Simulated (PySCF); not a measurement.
**BHClO (SMILES O[B]Cl): levels of theory compared**

Wanted: a comparison of 6 runs (U-wB97X-V/STO-6G, UB2PLYP/STO-6G, UB3LYP/STO-6G, UPBE/STO-6G, UCISD/STO-6G, UCCSD(T)/STO-6G) of BHClO. The job is set up through a Python script.

The results are computed with PySCF 2.14.0.

2 further runs of the same task are left out: 2 set aside as unsound or not needed.

### 1 The system as given

The species is BHClO (4 atoms), meant as a doublet with charge 0. As SMILES, `O[B]Cl`. One bond was lengthened or shortened from a relaxed shape.

Bond lengths: O1–B2 1.334 Å, B2–Cl3 2.088 Å, O1–H4 0.961 Å. Angles: O1–B2–Cl3 122.2°, B2–O1–H4 113.5°.

### 2 The energy at U-wB97X-V/STO-6G (run 1)

The input, job.py:

```python
from pyscf import gto, dft

system = gto.M(
    atom='''
O      0.571063     0.468892    -0.797384
B     -0.404437     0.343392     0.104516
Cl    -0.557200    -1.323200     1.352900
H      0.522463     1.283992    -1.304584
''',
    max_memory=1860,
    basis='sto-6g',
    spin=1,
    verbose=3,
)

myscf = dft.UKS(system, xc='wb97x-v')
myscf.conv_tol = 1e-10
myscf.grids.level = 5
myscf.nlcgrids.level = 1
myscf.kernel()
if not myscf.converged:
    myscf = myscf.newton().run(myscf.mo_coeff, myscf.mo_occ)

energy = myscf.e_tot
print(f'total energy: {energy:.8f} hartree')
```

Command:

```bash
$ OMP_NUM_THREADS=1 python job.py
```

Log:

```text
converged SCF energy = -558.793188293922  <S^2> = 0.75334275  2S+1 = 2.00334
total energy: -558.79318829 hartree
```

It took 26 s on 1 thread of Arm Neoverse V1, shared host; peak memory 0.21 GiB.

### 3 A single-point energy at UB2PLYP/STO-6G (run 2)

The input, run.py:

```python
from pyscf import gto, dft, mp

system = gto.M(
    atom='O 0.571063 0.468892 -0.797384; B -0.404437 0.343392 0.104516; Cl -0.557200 -1.323200 1.352900; H 0.522463 1.283992 -1.304584',
    max_memory=1860,
    basis='sto-6g',
    spin=1,
    charge=0,
    verbose=3,
)

mf = dft.UKS(system, xc='0.53*HF + 0.47*B88, 0.73*LYP')
mf.conv_tol = 1e-10
mf.grids.level = 5
mf.kernel()
if not mf.converged:
    mf = mf.newton().run(mf.mo_coeff, mf.mo_occ)

pt = mp.MP2(mf, frozen=7).run()
etot = mf.e_tot + 0.27 * pt.e_corr
print('PT2 part  %.8f' % (0.27 * pt.e_corr))
print('Final energy', etot)
```

Command:

```bash
$ OMP_NUM_THREADS=1 python run.py
```

Log:

```text
converged SCF energy = -558.530027336985  <S^2> = 0.75494423  2S+1 = 2.0049381
E(UMP2) = -558.64483971929  E_corr = -0.114812382305226
E(SCS-UMP2) = -558.647407907901  E_corr = -0.117380570915777
PT2 part  -0.03099934
Final energy -558.5610266802076
```

Wall time 5.7 s (1 thread of Arm Neoverse V1, shared host); peak memory 0.21 GiB.

Runs 3 to 5 aren't shown in full; the table further down has their settings and results.

### 4 The energy at UCCSD(T)/STO-6G (run 6)

The input, run.py:

```python
from pyscf import gto, scf, cc

mol = gto.M(
    atom='''
O    0.571063   0.468892  -0.797384
B   -0.404437   0.343392   0.104516
Cl  -0.557200  -1.323200   1.352900
H    0.522463   1.283992  -1.304584
''',
    basis='sto-6g',
    max_memory=1860,
    charge=0,
    spin=1,
    verbose=3,
)

mf = scf.UHF(mol)
mf.conv_tol = 1e-10
mf.kernel()
if not mf.converged:
    mf = mf.newton().run(mf.mo_coeff, mf.mo_occ)

mycc = cc.CCSD(mf, frozen=7)
mycc.kernel()
e_t = mycc.ccsd_t()
e_final = mycc.e_tot + e_t
print(f'total energy: {e_final:.8f} hartree')
```

Command:

```bash
$ OMP_NUM_THREADS=1 python run.py
```

Log:

```text
converged SCF energy = -557.729426260277  <S^2> = 0.75771819  2S+1 = 2.0077034
E(UCCSD) = -557.8283673490015  E_corr = -0.09894108872432573
UCCSD(T) correction = -0.00503639363346697
total energy: -557.83340374 hartree
```

Run time: 1.1 s. Hardware: 1 thread of Arm Neoverse V1, shared host; peak memory 0.1 GiB.

### 5 Overview of the runs

| run | level | nlc grid | frozen core orbitals | energy (Eh) | dipole moment (D) of the reference | HOMO energy (eV) | LUMO energy (eV) | wall time |
| --- | --- | --- | --- | --- | --- | --- | --- | --- |
| 1 | U-wB97X-V/STO-6G | 1 | – | -558.793188 | 4.96 | -6.70 | 2.84 | 26 s |
| 2 | UB2PLYP/STO-6G | – | 7 | -558.561027 | 4.90 | -5.83 | 2.34 | 5.7 s |
| 3 | UB3LYP/STO-6G | – | – | -558.868239 | 4.75 | -4.00 | 0.31 | 6 s |
| 4 | UPBE/STO-6G | – | – | -558.552432 | 4.69 | -2.67 | -0.26 | 5.1 s |
| 5 | UCISD/STO-6G | – | 7 | -557.825402 | 5.08 | -8.31 | 5.66 | 1.1 s |
| 6 | UCCSD(T)/STO-6G | – | 7 | -557.833404 | 5.08 | -8.31 | 5.66 | 1.1 s |

### 6 Results

| quantity | value |
| --- | --- |
| run 6: total energy | -557.83340 Eh |
| run 6: dipole moment (Hartree–Fock density) | 5.08 D |
| run 6: HOMO energy (Hartree–Fock orbitals) (highest over α and β) | -8.31 eV |
| run 6: LUMO energy (Hartree–Fock orbitals) (lowest over α and β) | 5.66 eV |
| run 6: correlation energy (7 core orbitals frozen) | -104.0 mEh |
| run 6: (T) correction | -5.04 mEh |
| run 6: ⟨S²⟩ of the reference determinant | 0.758 |
| run 6: T1 diagnostic | 0.020 |

**Reading.** Over runs 1, 2, 3, 4 the dipole moment (its size) runs from 4.69 D (UPBE/STO-6G) to 4.96 D (U-wB97X-V/STO-6G). Totals of different functionals can't be ranked against each other. In runs 1, 2, 3, 4, 5, 6 the basis is minimal, so the values are rough. All runs together took 45 s, the longest 26 s.
